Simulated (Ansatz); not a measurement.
We consider fluorite CdF2, described by Hartree–Fock (PAW; Ansatz, a first-principles code).

Run with plane-wave cutoff 460 eV, 8×8×8 k mesh, Fermi–Dirac smearing 0.01 eV, scalar-relativistic PAW data made under PBE.

Cell (relaxed at this level):

Space group Fm-3m (No. 225); a = b = c = 5.4527 Å, α = β = γ = 90.00°

```csv
atom,site,symmetry,x,y,z
Cd,4a,m-3m,0.0000,0.0000,0.0000
F,8c,-43m,0.2500,0.2500,0.2500
```
(The calculation used a cell of 3 atoms; values per cell refer to that cell.)

Give the computed bulk modulus, band gap and smallest direct gap on the k points sampled.


* **bulk modulus**: 101 GPa
* **band gap**: 15.13 eV (on the SCF k mesh)
* **smallest direct gap on the k points sampled**: 15.92 eV

Measured, for comparison: band gap 7.8 eV (temperature not stated, not corrected to a static lattice, indirect W–Γ; as tabulated in Cappellini et al. (2013), arXiv:1302.2571).

Spin–orbit coupling is not included.

Computed values are for the static lattice.
